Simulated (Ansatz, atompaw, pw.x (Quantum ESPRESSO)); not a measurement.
## What a changed setting does to a pw.x run (fcc Pt)

Potential: PAW, atompaw 4.2.0.5, LDA (PW92); core [Kr] 4d10 4f14, reference 5s2 5p6 5d9 6s1 6p0; waves: 5s (bound): rc 1.80 bohr; 6s (bound): rc 1.45 bohr; 5p (bound): rc 1.40 bohr; 6p (bound, empty): rc 2.05 bohr; 5d (bound): rc 2.25 bohr; 5d channel at 3.35 Ry: rc 2.25 bohr; local part: bessel scheme, radius 2.05 bohr; core correction: smooth core density matched at 1.75 bohr; augmentation: gaussian compensation charge, radius 1.70 bohr; PAW radius 2.25 bohr; waves and projectors: custom rrkj vanderbiltortho.

The reference run (k-mesh 14³, cutoffs 100/900 Ry, Fermi–Dirac 0.01 Ry, mixing_beta 0.4, conv_thr 1e-9, no spin) gives 3.75 GPa at 14.763 Å³/atom, where all-electron LAPW gives 0.47 GPa. This run, with its own iteration cap, changes electron_maxstep to 4, a wrong or extreme entry chosen on purpose.

```
&control
  calculation='scf', prefix='x', pseudo_dir='./', outdir='./tmp', tstress=.true., disk_io='none'
/
&system
  ibrav=0, nat=1, ntyp=1, ecutwfc=100, ecutrho=900, nbnd=17,
  occupations='smearing', smearing='fd', degauss=0.01
/
&electrons
  conv_thr=1e-09, mixing_beta=0.4, electron_maxstep=4
/
ATOMIC_SPECIES
Pt 1.0 Pt.UPF
CELL_PARAMETERS angstrom
  0.00000000 1.94706989 1.94706989
  1.94706989 0.00000000 1.94706989
  1.94706989 1.94706989 0.00000000
ATOMIC_POSITIONS crystal
Pt 0.0000 0.0000 0.0000
K_POINTS automatic
14 14 14 0 0 0
```

```bash
pw.x < Pt.scf.in > Pt.scf.out
```

How does the run end?

It does not reach self-consistency within its iteration cap.

```
Message from routine setup:
     using ibrav=0 with symmetry is DISCOURAGED, use correct ibrav instead
     lattice parameter (alat)  =       5.2035  a.u.
     unit-cell volume          =      99.6257 (a.u.)^3
     number of electrons       =        18.00
     number of Kohn-Sham states=           17
     kinetic-energy cutoff     =     100.0000  Ry
     charge density cutoff     =     900.0000  Ry
     scf convergence threshold =      1.0E-09
     Exchange-correlation= SLA PW NOGX NOGC
     number of k points=   104  Fermi-Dirac smearing, width (Ry)=  0.0100
     iteration #  1     ecut=   100.00 Ry     beta= 0.40
     total energy              =    -896.35536352 Ry
     estimated scf accuracy    <       0.28236836 Ry
     iteration #  2     ecut=   100.00 Ry     beta= 0.40
     total energy              =    -896.37339367 Ry
     estimated scf accuracy    <       0.03317037 Ry
     iteration #  3     ecut=   100.00 Ry     beta= 0.40
     total energy              =    -896.37480722 Ry
     estimated scf accuracy    <       0.00935581 Ry
     iteration #  4     ecut=   100.00 Ry     beta= 0.40
     total energy              =    -896.37532118 Ry
     estimated scf accuracy    <       0.00005756 Ry
     convergence NOT achieved after   4 iterations: stopping
     Message from routine punch:
     Nothing written, as per user request (disk_io='none')
```

The run took about 20 s on one core of a shared host (AMD EPYC 7R43 64-Core Processor, 256 threads, 1004 GiB, load 113).
